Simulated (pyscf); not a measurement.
Structures and frequencies: ωB97X-D3(BJ)/def2-SVP in PySCF.

**Question.** For the elementary gas-phase step O=Cr(=O)(Cl)–Cl + HCl → O=Cr(OH)(Cl)(Cl)–Cl (singlet surface; Cl–H broken, Cl–Cr, H–O formed), what barrier and reaction energy does HF/def2-TZVP give, measured from the separated reactants?

**Answer.** ΔE‡ = 53.5 kcal/mol, ΔE = +33.7 kcal/mol. ωB97M-D3(BJ)/def2-TZVP gives 33.2 kcal/mol and +21.5 kcal/mol. Zero-point energy shifts the barrier by -0.4 kcal/mol. It is an addition across a multiple bond or ene-type step, with an imaginary mode of 1157i cm⁻¹. One saddle was located; it need not be the lowest between these sides.
